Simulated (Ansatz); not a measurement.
Input for Ansatz (development build ahead of 0.2.0):

```yaml
crystal:
  periodic: [false, false, false]
  atoms:
    - { symbol: C, position_ang: [0.0, 0.0, -0.28091] }
    - { symbol: O, position_ang: [0.0, 1.04142, 0.19004] }
    - { symbol: O, position_ang: [0.0, -1.04142, 0.19004] }
    - { symbol: H, position_ang: [0.0, 0.0, -1.35519] }
basis:
  gaussian: { orbitals: cc-pVDZ }
total_charge: -1
hamiltonian:
  xc: hf
correlation:
  method: mp2
  frozen_orbitals: { C: 1, H: 0, O: 1 }
```

The input is written out in the form of the current development build from the run's settings.

Results

* Converged: yes
* Reference energy: -188.16202 hartree
* Correlation energy: -0.48051 hartree
* Total energy: -188.64254 hartree
* Spin squared of the determinant: 0.000

Caution: no unrestricted run beside it, a lower state can exist; no diffuse functions for an anion.
